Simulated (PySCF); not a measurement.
Species: C4H6S.
Numbering: `[CH:1]1=[CH:2][CH2:3][S:4][CH2:5]1` (hydrogens: H6 on C1; H7 on C2; H8, H9 on C3; H10, H11 on C5)

Level: CAM-B3LYP/def2-SVPD in PySCF, non-relativistic, on one gas-phase PBE0-D3(BJ)/def2-SVP geometry that isn't relaxed in the solvent. The solvent is an IEF-PCM continuum (van der Waals radii × 1.2), and excitations are vertical TDDFT with non-equilibrium linear response and a frozen core. Specific hydrogen bonds and non-electrostatic terms are outside this model.

Gas-phase singlets (H = HOMO, L = LUMO):

```json
{"state": "S1", "E (eV)": "5.192", "λ (nm)": "239", "f": "0.000", "leading configurations": "H→L+1 76%, H→L+8 13%"}
{"state": "S2", "E (eV)": "5.730", "λ (nm)": "216", "f": "0.020", "leading configurations": "H→L 99%"}
{"state": "S3", "E (eV)": "5.965", "λ (nm)": "208", "f": "0.026", "leading configurations": "H→L+2 87%"}
{"state": "S4", "E (eV)": "6.293", "λ (nm)": "197", "f": "0.002", "leading configurations": "H→L+3 86%"}
{"state": "S5", "E (eV)": "6.815", "λ (nm)": "182", "f": "0.028", "leading configurations": "H→L+4 98%"}
```

Task: What are the lowest 5 singlets in chloroform (ε = 4.711)?

Result: 
```
state  E (eV)  λ (nm)      f  leading configurations  change by rank (eV)
   S1   5.244     236  0.000      H→L 78%, H→L+8 11%               +0.052
   S2   5.916     210  0.040               H→L+2 99%               +0.186
   S3   5.955     208  0.047               H→L+1 91%               -0.010
   S4   6.326     196  0.000               H→L+3 88%               +0.033
   S5   6.821     182  0.038               H→L+4 98%               +0.006
```

Task: What are the lowest 5 singlets in acetonitrile (ε = 35.69)?

Result: 
| state | E (eV) | λ (nm) | f | leading configurations | change by rank (eV) |
| --- | --- | --- | --- | --- | --- |
| S1 | 5.275 | 235 | 0.000 | H→L 79%, H→L+8 10% | +0.083 |
| S2 | 5.964 | 208 | 0.049 | H→L+1 93% | +0.234 |
| S3 | 5.997 | 207 | 0.042 | H→L+2 99% | +0.032 |
| S4 | 6.350 | 195 | 0.000 | H→L+3 90% | +0.057 |
| S5 | 6.836 | 181 | 0.037 | H→L+4 98% | +0.021 |

Task: The ground-state energy changes by -0.153 eV from gas to acetonitrile. By how much does the total energy of gas-phase S2 change?

Result: E(S2) = E(S0) + excitation energy, so it changes by -0.153 + 0.267 = +0.114 eV: it isn't lowered at all, while the ground state is. This is the vertical state, with the slow part of the continuum still set for S0.

Task: How do the frontier levels move from gas to acetonitrile?

Result: 
| orbital | gas (eV) | solvent (eV) | change (eV) | Löwdin shares, gas | Löwdin shares, solvent |
| --- | --- | --- | --- | --- | --- |
| LUMO+2 | 1.37 | 1.49 | +0.12 | S4 26 %, C1 14 %, C2 14 %, C5 7 % | C1 33 %, C2 33 %, C3 7 %, C5 7 % |
| LUMO+1 | 1.36 | 1.40 | +0.04 | S4 69 %, C3 6 %, C5 6 % | S4 45 %, C1 10 %, C2 10 %, C5 7 % |
| LUMO | 1.32 | 1.36 | +0.04 | C1 32 %, C2 32 %, C5 7 %, C3 7 % | S4 73 %, C3 6 %, C5 6 % |
| HOMO | -7.56 | -7.67 | -0.11 | S4 63 %, C5 11 %, C3 11 % | S4 57 %, C5 11 %, C3 11 % |
| HOMO-1 | -8.93 | -8.85 | +0.08 | C2 33 %, C1 33 %, S4 9 %, C5 7 % | C2 32 %, C1 32 %, S4 14 %, C5 7 % |
| HOMO-2 | -10.27 | -10.36 | -0.09 | S4 63 %, C3 11 %, C5 11 %, C1 6 % | S4 62 %, C3 10 %, C5 10 %, C1 6 % |
| HOMO-3 | -11.70 | -11.60 | +0.10 | S4 27 %, C5 18 %, C3 18 %, C1 10 % | S4 22 %, C5 16 %, C3 16 %, C1 14 % |

The HOMO–LUMO gap goes from 8.88 to 9.03 eV. Rows go by rank; for LUMO, LUMO+1 and LUMO+2 the atom shares or the degeneracy differ between the runs, so the row needn't follow one orbital.

Hardware: x86-64 server, one thread, shared host. Cost: 16 s wall. This is the whole response run at CAM-B3LYP/def2-SVPD in acetonitrile, SCF included.
